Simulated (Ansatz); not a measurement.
`NC=C(O)O`, relaxed with RKS PBE-D4/def2-SVP in Ansatz from a rough embedded geometry. The force threshold is 0.03 eV/Å; the program also tests the step.

The species carries charge 0 and has multiplicity 1.

Start:

```xyz
10

N     1.207    0.861    0.347
C     0.520   -0.226   -0.009
C    -0.796   -0.345   -0.076
O    -1.682    0.577    0.310
O    -1.401   -1.507   -0.578
H     2.162    0.897    0.099
H     0.725    1.738    0.119
H     1.156   -1.082   -0.287
H    -1.148    1.204    0.919
H    -0.742   -2.118   -0.844
```

```
        step  energy (eV)  largest force (eV/Å)  largest move (Å)
           1   -7723.7187                 3.505             0.000
           2   -7724.1199                 1.388             0.132
           3   -7724.2363                 0.672             0.158
           4   -7724.3297                 0.400             0.200
           5   -7724.4271                 0.583             0.200
           6   -7724.4836                 1.212             0.195
           7   -7724.5825                 0.315             0.200
8 (rejected)   -7724.5516                 0.984             0.113
           9   -7724.5993                 0.061             0.056
          10   -7724.6024                 0.117             0.045
          11   -7724.6032                 0.029             0.015
```

End:

```xyz
10

N     0.959    1.062    0.279
C     0.514   -0.203   -0.234
C    -0.812   -0.460   -0.018
O    -1.581    0.425    0.622
O    -1.498   -1.559   -0.386
H     1.699    0.972    0.988
H     1.322    1.688   -0.452
H     1.175   -0.915   -0.760
H    -0.905    1.143    0.805
H    -0.874   -2.153   -0.843
```

Hardware: 4 threads of an Arm Neoverse V1 on a shared host. Wall time 11 s, peak host memory 0.13 GiB.
